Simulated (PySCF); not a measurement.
**NaS⁺ from Hartree–Fock to correlated methods**

State: ³Σ⁻ (triplet), unpaired electrons π ↑↑. Set-up: PySCF, no relativity, basis sets Na def2-SVP, S def2-SVP. De refers to Na⁺ + S in their high-spin ground configurations, without counterpoise correction. The functionals are run spin-unrestricted. A positive dipole points towards S; it is taken about the centre of mass and depends on that origin.

```
      Level  Re (Å)  ωe (cm⁻¹)  De (eV)  μ (D)
        UHF   2.962        159     0.53  -6.97
    UHF-MP2   2.947        165     0.58    n/a
UHF-SCS-MP2   2.950        164     0.57    n/a
   UHF-CCSD   2.947        165     0.59    n/a
UHF-CCSD(T)   2.947        166     0.59    n/a
        PBE   2.902        168     0.66  -6.37
     revPBE   2.949        159     0.62  -6.53
     r²SCAN   2.923        163     0.58  -6.71
       PBE0   2.897        169     0.61  -6.55
    r²SCAN0   2.910        166     0.57  -6.72
      B97-3   2.925        161     0.55  -6.69
```

(1) Which functional lies closest to UHF-CCSD(T) in De, which farthest, and by how much do they differ from it?

(2) What does a quarter of exact exchange do here, going from PBE to PBE0?

(3) What does the step from GGA to meta-GGA do here, going from PBE to r²SCAN?

Correlated steps freeze 6 core orbitals. Correlated levels converge slowly with the basis: in double zeta they bind strong bonds too weakly, by up to about 1 eV, and carry superposition errors of some tenths. For an ion De counts to the pair picked by the measured ionisation energies or electron affinities, which need not be the lowest pair at this level. The state was picked by a PBE0 search and need not be the measured ground state.

Results:

(1) Closest is r²SCAN (-2.4 pm in Re, -1.8 % in ωe, -0.01 eV in De against UHF-CCSD(T) in the same basis), farthest PBE (-4.5 pm in Re, +1.2 % in ωe, +0.07 eV in De). CCSD(T) converges more slowly with the basis than the functionals do and binds too weakly in this one, so the order can change at the basis-set limit.

(2) PBE0 less PBE: -0.5 pm in Re, +0.6 % in ωe, -0.05 eV in De. Exact exchange removes part of the self-interaction that spreads semilocal densities, and in most molecules shortens and stiffens the bond and lowers De; so it does here.

(3) r²SCAN less PBE: +2.1 pm in Re, -3.0 % in ωe, -0.08 eV in De.
